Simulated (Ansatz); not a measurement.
System: C$_{2}$HO, charge 0, doublet. C2HO (SMILES [CH]=C=O, doublet).
B3LYP-D3(BJ)/def2-TZVP minimum from Ansatz (a program for electronic structure):
```
C
O 1 1.1710
C 1 1.2878 2 170.77
H 3 1.0711 1 137.10 2 -180.00
```
Charge 0, spin multiplicity 2.

Total energies in aug-cc-pVDZ, 15 correlated electrons, 3 frozen orbitals. Open shells are spin-unrestricted; no spin-orbit coupling. Cores are frozen in correlated methods. No relativity. The UHF reference of C2HO ([CH]=C=O, doublet) is spin-contaminated (<S^2> up to 0.07 over the pure value in the sets run).

```
method    program  energy (Eh)  minus CCSDT(Q) (mEh)
--------  -------  -----------  --------------------
HF         Ansatz   -151.10549                461.93
MP2        Ansatz   -151.52704                 40.37
CCSD       Ansatz   -151.54482                 22.60
CCSD(T)    Ansatz   -151.56428                  3.13
CCSDT(Q)   Ansatz   -151.56741                  0.00
```

Rough core times of Ansatz's runs on a shared machine: CCSD(T) 20 s, CCSDT(Q) 7 min.
